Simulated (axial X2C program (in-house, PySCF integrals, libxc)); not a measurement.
# NaSi⁺: from the spin-free to the two-component result

Computed with an axial X2C code built on PySCF integrals. Spin-free means the one-electron spin-free X2C Hamiltonian; two-component (2c) means X2C with spin–orbit coupling and atomic mean-field two-electron Coulomb and Gaunt terms, so the difference of the two also holds small scalar two-electron terms. Basis: Si dyall-v3z [8s7p2d1f], Na dyall-cv3z [9s8p5d2f] (cores contracted in-house); Gaussian nuclei, density fitting, unrestricted open shells. Masses: Si 27.977 u, Na 22.990 u.

Spin-free state: M_S = 1, Λ = 1 (beyond evenly filled blocks: σα, π+α); fragments Si + Na+.

| level | Re (Å) | ωe (cm⁻¹) | De (eV) | μ (D) |
| --- | --- | --- | --- | --- |
| PBE0 | 3.128 | 148.7 | 0.510 | 5.27 |
| HF | 3.200 | 142.9 | 0.383 | 5.81 |
| MP2 | 3.145 | 147.9 | 0.489 | n/a |
| CCSD | 3.146 | 147.9 | 0.488 | n/a |
| CCSD(T) | 3.142 | 148.4 | 0.489 | n/a |
| PBE | 3.144 | 144.1 | 0.537 | 5.07 |

Correlated methods: 12 electrons correlated (number of frozen shells: Si 2 s, 1 p; Na 1 s), 192 virtual spin orbitals or spinors in MP2, 90 natural virtuals in coupled cluster.

Dipoles are positive if Na is the positive end and refer to the centre of mass.

Two-component determinant lowest at the distance of the search:

Ω = 2 (⟨Sz⟩ = 1.00, ⟨Lz⟩ = 1.00 at HF); fragments Si + Na+.

| level | Re (Å) | ωe (cm⁻¹) | De (eV) | μ (D) |
| --- | --- | --- | --- | --- |
| PBE0 | 3.128 | 148.6 | 0.500 | 5.27 |
| HF | 3.200 | 142.8 | 0.371 | 5.81 |
| MP2 | 3.145 | 147.9 | 0.490 | n/a |
| CCSD | 3.147 | 147.9 | 0.481 | n/a |
| CCSD(T) | 3.143 | 148.3 | 0.483 | n/a |
| PBE | 3.145 | 144.1 | 0.527 | 5.07 |

**Question.** From the two tables, how do the constants change at the CCSD(T) level (2c against spin-free)?

**Answer.** At the CCSD(T) level Re is unchanged within 0.001 Å and ωe doesn't move by more than 0.2 cm⁻¹; De is not compared, since the atomic limits differ or miss part of their spin–orbit lowering.

The state is one determinant whose occupation by symmetry is held fixed; it was picked as the lowest of a PBE0 search that is not exhaustive. De is counted from the lowest determinant-based energies of the atoms at the same level, without counterpoise correction. Density functionals use the spin component along the axis (collinear). Coupled cluster ran in a truncated set of natural virtual spinors; the MP2 energy of the rest was added. (T) has no such correction and the atoms are truncated less, which lowers De at CCSD(T) by a hundredth of an eV or more. In 2c an atomic determinant is not the ground J level, so De misses part of the atomic spin–orbit lowering. This holds for PBE0, MP2, CCSD, CCSD(T), PBE. Other states lie close and PBE0, whose exact exchange favours high spin, may order them wrongly; the determinant shown need not be the ground state. The nearest other spin-free determinant of the search, M_S = 0, Λ = 1, lies 0.27 eV up at the distance of the search. Without a current term, density functionals place determinants with orbital angular momentum somewhat too high. The atomic limit has a lower orbital projection than the molecule and lies lower at mean-field level, so De may be about a tenth of an eV too small. With several unpaired electrons one determinant need not be a pure state. Open-shell Ω = 0 determinants with evenly filled partner blocks cannot be reached by this program, so the Ω shown need not be the lowest component. At some level and bond length an empty orbital lies below a filled one.
